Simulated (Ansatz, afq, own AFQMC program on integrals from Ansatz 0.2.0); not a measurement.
# HBr + CH3, doublet in cc-pVTZ along one coordinate

```xyz
6

Br   -0.4593    0.0000    0.0000
H     0.9613    0.0000    0.0000
C     2.3767    0.0000    0.0000
H     2.3767   -1.0800    0.0000
H     2.3767    0.5400    0.9353
H     2.3767    0.5400   -0.9353
```

A hydrogen atom is moved from one rigid fragment to the other; the Br1–H2 distance tells how far. The two fragments are held close together, so this isn't a minimum-energy path and the start is a compressed complex. Energies in kcal/mol count from this geometry (1.421 Å) at the same level; the start stands on UHF, each point on the determinant named.

Basis cc-pVTZ. Only valence electrons are correlated. AFQMC by an in-house program on the Cholesky factors that Ansatz 0.2.0 writes for its CCSD(T) run. The CISD trial takes its coefficients from CCSD amplitudes. Released means that phaseless walkers are propagated on without the constraint, phases kept. Error bars are statistical, one sigma. No spin–orbit coupling.

Cautions, each for one point or more: inner d shell frozen; no relativity below Rb; no spin-orbit coupling; the ph-AFQMC/CISD walk drifts between its halves.

| r(Br1–H2) / Å | det. | T1 | weight | ⟨S²⟩ | MP2 | HF | CCSD(T) |
| --- | --- | --- | --- | --- | --- | --- | --- |
| 1.514 | UHF | 0.014 | 0.86 | 0.79 | -1.8 | -0.3 | -2.2 |
| 1.560 | UHF | 0.014 | 0.86 | 0.79 | -2.2 | -0.1 | -2.7 |
| 1.607 | UHF | 0.013 | 0.86 | 0.79 | -2.5 | 0.2 | -2.9 |
| 1.653 | UHF | 0.012 | 0.86 | 0.79 | -2.5 | 0.5 | -2.8 |
| 1.746 | UHF | 0.011 | 0.86 | 0.78 | -0.7 | 2.2 | -0.7 |

(1) Estimate the curve of phaseless AFQMC with a CISD trial, counted from the same start.

Results:

(1) 
| r(Br1–H2) / Å | det. | T1 | weight | ⟨S²⟩ | ph-AFQMC/CISD | released AFQMC |
| --- | --- | --- | --- | --- | --- | --- |
| 1.514 | UHF | 0.014 | 0.86 | 0.79 | -2.3 ± 0.2 | -2.4 ± 0.3 |
| 1.560 | UHF | 0.014 | 0.86 | 0.79 | -2.4 ± 0.2 | – |
| 1.607 | UHF | 0.013 | 0.86 | 0.79 | -3.0 ± 0.2 | – |
| 1.653 | UHF | 0.012 | 0.86 | 0.79 | -2.6 ± 0.2 | -2.7 ± 0.3 |
| 1.746 | UHF | 0.011 | 0.86 | 0.78 | -0.4 ± 0.2 | – |

Weight is that of the determinant in the CISD state; at the start T1 is 0.012 and the weight 0.86, and ⟨S²⟩ is 0.78. A dash marks a missing value, a released energy that hasn't settled or a functional that sits on another state. Largest departures from phaseless AFQMC with a CISD trial: CCSD(T) -0.3 kcal/mol at 1.746 (on UHF) (within the noise), released AFQMC -0.1 kcal/mol at 1.653 (on UHF) (within the noise), MP2 0.5 kcal/mol at 1.514 (on UHF), HF 3.2 kcal/mol at 1.607 (on UHF). The walk's constraint bias lies outside its error bars, so these are departures and not errors.

A walk keeps the symmetry of its determinant, which the program's search chose and which needn't be the lowest solution, so a lower state of the same spin and another symmetry isn't excluded. Released energies are given only where the last usable release times agree within the noise; a slower fall can still hide under it.
